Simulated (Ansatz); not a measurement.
Reaction: LiF (SMILES [F][Li]) → LiF+ (parent SMILES [Li][F], doublet) + e-
Each species at its own B3LYP-D3(BJ)/def2-TZVP minimum (Ansatz, a first-principles code).

Wanted: adiabatic ionisation energy (electronic), in eV. Open shells are spin-unrestricted; no spin-orbit coupling. Correlated methods leave the cores frozen. No relativity. CBS(X,Y): correlation extrapolated as X^-3, Hartree-Fock from the larger set. A bracket is a step between two methods taken in the basis named. Full CI freezes restricted core orbitals, also for open shells; the composite that ends in it estimates full CI at the basis-set limit.

CCSD(T)/CBS(def2-TZVPP,def2-QZVPP) + [CCSDT(Q) - CCSD(T)]/def2-QZVPP + [FCI - CCSDT(Q)]/def2-SVP (Ansatz) gives 11.05 eV.

### Question
How far off this value is PBE/def2-TZVPD (Ansatz), in which direction, and which of these levels come nearer: r2SCAN/def2-TZVPD, B3LYP/def2-TZVPD, PBE0/def2-TZVPD, wB97M-V/def2-TZVPD, CCSD(T)/CBS(def2-TZVPP,def2-QZVPP)?

### Answer
PBE gives 11.26 eV, 0.21 eV above it. Differences of the others: r2SCAN/def2-TZVPD (Ansatz) -0.12; B3LYP/def2-TZVPD (Ansatz) 0.16; PBE0/def2-TZVPD (Ansatz) -0.10; wB97M-V/def2-TZVPD (Ansatz) -0.04; CCSD(T)/CBS(def2-TZVPP,def2-QZVPP) (Ansatz) 0.00 eV. Nearer than PBE: r2SCAN/def2-TZVPD, B3LYP/def2-TZVPD, PBE0/def2-TZVPD, wB97M-V/def2-TZVPD, CCSD(T)/CBS(def2-TZVPP,def2-QZVPP).
